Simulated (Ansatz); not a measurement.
# C5H10O, SMILES C=COCCC: a single point in a Gaussian basis

Computed with the Python package of Ansatz (0.2.0).

Typed at the interpreter:
```pycon
>>> import ansatz
>>> from ase import Atoms
>>> atoms = Atoms(["C", "C", "O", "C", "C", "C", "H", "H", "H", "H", "H", "H", "H", "H", "H", "H"], positions=[
...     [3.0434, 0.0054, 0.2362],
...     [1.9364, 0.2728, -0.457],
...     [0.7192, 0.3777, 0.1558],
...     [-0.3682, 0.3589, -0.7724],
...     [-1.6845, 0.4183, -0.0023],
...     [-1.8944, -0.8035, 0.881],
...     [4.0069, -0.0679, -0.2548],
...     [3.0023, -0.1433, 1.3101],
...     [1.9451, 0.4348, -1.5268],
...     [-0.3, 1.232, -1.4331],
...     [-0.3299, -0.5535, -1.3809],
...     [-2.5162, 0.4984, -0.7108],
...     [-1.6985, 1.3121, 0.6323],
...     [-2.859, -0.7366, 1.394],
...     [-1.8896, -1.7221, 0.2856],
...     [-1.113, -0.8835, 1.6432],
... ])
>>> molecule = ansatz.Crystal.molecule_from_ase(atoms)
>>> calculation = (
...     molecule.calculation()
...     .basis(gaussian="def2-SVP")
...     .functional("hf")
... )
>>> outcome = calculation.run(threads=1)
>>> data = outcome.report
>>> data["n_occupied"], data["n_virtual"]
([24, 24], [110, 110])
>>> data["published_state_doubts"]
[]
>>> for key in ("converged", "free_energy_ev", "reference_energy_ev", "n_frozen", "n_occupied", "n_virtual"):
...     print(f"{key:22s} {data[key]}")
...
converged              True
free_energy_ev         -7341.367431222575
reference_energy_ev    -7341.367431222575
n_frozen               0
n_occupied             [24, 24]
n_virtual              [110, 110]
>>> field = data["mean_field"]
>>> print("<S^2> =", round(abs(field["state"]["spin_squared"]), 4), " all-electron relativity setting:", field["relativity"])
<S^2> = 0.0  all-electron relativity setting: none
>>> print("passes:", field["passes"])
passes: {'evaluations': 12, 'products': 18}
>>> if "symmetry" in field:
...     print("occupied orbitals by irrep:", field["symmetry"]["occupied"])
...
occupied orbitals by irrep: [{'A': 24}, {'A': 24}]
```

What to keep in mind:
- Total energies depend on the basis set; only differences at equal settings carry meaning.
- The geometry is a force-field or estimated start, not a minimum of this method, and the basis set is short of its limit.
- The whole script took 1.9 s on 1 thread of AMD EPYC 7B13 (Zen 3), on a shared host, peak memory 0.32 GiB.
